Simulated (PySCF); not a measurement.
Start geometry of `P` (PH3) from GFN2-xTB (Å):
```
atom  x, y, z in Å
P1    -0.0015    0.0035    0.5704
H2    -0.5587    1.0086   -0.2056
H3     1.1583   -0.0163   -0.1896
H4    -0.5880   -0.9910   -0.1980
```

Q: What comes out of this run: PBE0-D3(BJ)/def2-SVP geometry optimisation, gas phase (PySCF)?

A: 
```
atom  x, y, z in Å
P1    -0.0037    0.0053    0.5048
H2    -0.5815    1.0469   -0.2843
H3     1.1976   -0.0154   -0.2685
H4    -0.6119   -1.0250   -0.2763
```

The energy falls by 0.062 eV over 4 energy and gradient evaluations, the largest force component goes from 0.0277 to 2.9e-05 Eh/bohr, and the atoms move by 0.037 Å rms after alignment. Among the bonds, P1–H2, P1–H3 and P1–H4 change most and about equally (+0.042 Å). Bonds longer at the end by more than 0.005 Å: 3 of 3; shorter: 0. Rotational constants go from 138825, 138807, 125386 to 131443, 131439, 116782 MHz. The orientation of the end geometry is arbitrary; only internal coordinates are fixed.

The run used 33 basis functions and 20 SCF cycles in all. The run took 1.2 s wall on an Arm Neoverse V2 with one thread, shared host, and the process peaked at 0.25 GiB of memory.

No PBE0-D3(BJ)/def2-SVP frequencies stand behind this structure, so it isn't proved a minimum.
